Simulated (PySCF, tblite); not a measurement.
Isomers of C4H8FO (doublet state), one GFN2-xTB conformer each. Single-point energies are computed at B3LYP/pcH-1 (PySCF, gas phase, no added dispersion term), electronic only. GFN2-xTB treats the open shell by occupation alone, and not every SCF solution was tested for stability.

Question: Rank them by B3LYP/pcH-1 energy, lowest first (kcal/mol).
A. `[CH3:1][CH:2][CH2:3][O:4][CH2:5][F:6]` (doublet state) with C1–C2–C3–O4 -82°, C2–C3–O4–C5 -179°, C3–O4–C5–F6 -69°
B. `[CH3:1][O:2][C@@H:3]([CH3:4])[CH:5][F:6]` (doublet state) with C1–O2–C3–C4 169°, O2–C3–C5–F6 106°

Answer: A (0.0), B (6.6).

GFN2-xTB itself gives, in the same order: 0.0, 3.8. Both levels put the same isomer lowest.

Question: What happens when harmonic zero-point energies from GFN2-xTB frequencies are added?

Answer: 
| SMILES | ZPE (kcal/mol) | electronic (kcal/mol) | with ZPE (kcal/mol) |
| --- | --- | --- | --- |
| C[CH]COCF | 69.6 | 0.0 | 0.0 |
| CO[C@@H](C)[CH]F | 69.8 | 6.6 | 6.8 |

The zero-point energies span 0.2 kcal/mol. The order is unchanged.
